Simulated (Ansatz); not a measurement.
Two isomers of C3H10Si: A = `CCC[SiH3]`, B = `CC[SiH2]C`.

Program: Ansatz. Geometries: PBE0-D4/def2-TZVP. ΔE: electronic, gas phase. CBS: MP2 limit from def2 TZ/QZ plus the TZ coupled-cluster correction, frozen cores. DFT in def2-TZVPP. B3LYP here is the variant with VWN-RPA as its local correlation; programs differ in this. One conformer a species, not always the lowest.

Problem. Which isomer does CCSD(T)/CBS put lower? Give the gap. (An estimate is asked.)

Solution. The calculation gave: B, by 9.6 kcal/mol.

Problem. Give E(B) − E(A) in kcal/mol with LDA (SPW92), B2PLYP, B3LYP, CCSD(T)/def2-SVP, CCSD/def2-TZVPP, MP2/def2-TZVPP, ωB97M-V. (Estimate.)

Solution. The calculation gave: LDA (SPW92) -9.1, B2PLYP -9.6, B3LYP -9.5, CCSD(T)/def2-SVP -6.1, CCSD/def2-TZVPP -9.2, MP2/def2-TZVPP -9.7, ωB97M-V -10.1. None reverses the order clearly.

Problem. Does the order hold for the free energy at 298.15 K (harmonic terms from PBE0-D4)? (Best estimate.)

Solution. The calculation gave: Yes: G(B) − G(A) = -9.5 kcal/mol, for one conformer each.

Largest T1 diagnostic: 0.009.

Leaving LDA and LC-ωPBE aside and taking each functional with its dispersion term where it has one, the values, not all of them listed here, spread over 1.0 kcal/mol, from r2SCAN-D4 to ωB97X-V. In def2-TZVPP, CCSD(T) changes the Hartree–Fock value by −0.8 kcal/mol (the triples alone add −0.1 kcal/mol) and MP2 by −1.3 kcal/mol.
